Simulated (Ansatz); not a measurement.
**CH4Si2 (SMILES [SiH]#C[SiH3]): one structure at several levels**

The task here is to estimate one member of a computed series from the others.

Method: single points in def2-TZVPP; program: Ansatz 0.2.0, Gaussian basis.

Correlated methods freeze the cores.

## Where the work starts

SMILES `[SiH]#C[SiH3]`, 7 atoms, charge 0, spin multiplicity 1.

Atoms are counted from 1 here; the program's logs count them from 0.

Bond lengths: Si1–C2 1.575 Å, Si1–H4 1.521 Å, C2–Si3 1.888 Å, Si3–H5 1.493 Å, Si3–H6 1.554 Å, Si3–H7 1.436 Å. Angles: C2–Si1–H4 171.2°, Si1–C2–Si3 134.0°, C2–Si3–H5 111.6°, C2–Si3–H6 113.6°, C2–Si3–H7 117.1°, H5–Si3–H6 104.9°, H5–Si3–H7 103.7°, H6–Si3–H7 104.8°.

Coordinates:

```csv
atom,x (Å),y (Å),z (Å)
Si1,-1.5867,-1.1218,-0.7068
C2,-0.5754,0.0849,-0.7548
Si3,0.8994,0.6018,0.3042
H4,-2.7211,-2.1349,-0.7408
H5,1.6589,1.7255,-0.3208
H6,0.5007,1.1247,1.7125
H7,1.9058,-0.3917,0.5529
```

Set-up of the first run:

File run/in.yaml:

```yaml
crystal:
  periodic: [false, false, false]
  atoms:
    - {symbol: Si, position_ang: [-1.586700, -1.121800, -0.706800]}
    - {symbol: C, position_ang: [-0.575400, 0.084900, -0.754800]}
    - {symbol: Si, position_ang: [0.899400, 0.601800, 0.304200]}
    - {symbol: H, position_ang: [-2.721100, -2.134900, -0.740800]}
    - {symbol: H, position_ang: [1.658900, 1.725500, -0.320800]}
    - {symbol: H, position_ang: [0.500700, 1.124700, 1.712500]}
    - {symbol: H, position_ang: [1.905800, -0.391700, 0.552900]}
basis:
  gaussian: {orbitals: def2-TZVPP}
correlation: {method: ccsd_t}
output: {forces: true}
```

No record of the launch command was kept for these runs.

Among the steps run: CCSD(T)/def2-TZVPP; PBE0-D4/def2-TZVPP; wB97M-V/def2-TZVPP; r2SCAN-D4/def2-TZVPP; PBE-D4/def2-TZVPP; revPBE-D4/def2-TZVPP; CAM-B3LYP-D4/def2-TZVPP.

One table of the session follows, with a row left open; its other results are not shown here.

| method | RMS force component (eV/Å) | angle to CCSD(T) forces (°) | dipole (D) |
| --- | --- | --- | --- |
| CCSD(T) | 1.365 | reference | 3.38 |
| PBE0-D4 | 1.137 | 8.8 | 3.71 |
| wB97M-V | 1.052 | 11.6 | 3.95 |
| r2SCAN-D4 | ? | ? | ? |
| PBE-D4 | 1.277 | 6.9 | 3.37 |
| revPBE-D4 | 1.312 | 6.5 | 3.35 |
| CAM-B3LYP-D4 | 1.018 | 14.4 | 3.91 |

Estimate the missing values for r2SCAN-D4.

As computed: RMS force component (eV/Å): 1.214; angle to CCSD(T) forces (°): 6.2; dipole (D): 3.56. In the column «RMS force component (eV/Å)» it lies between PBE0-D4 (1.137) and PBE-D4 (1.277).
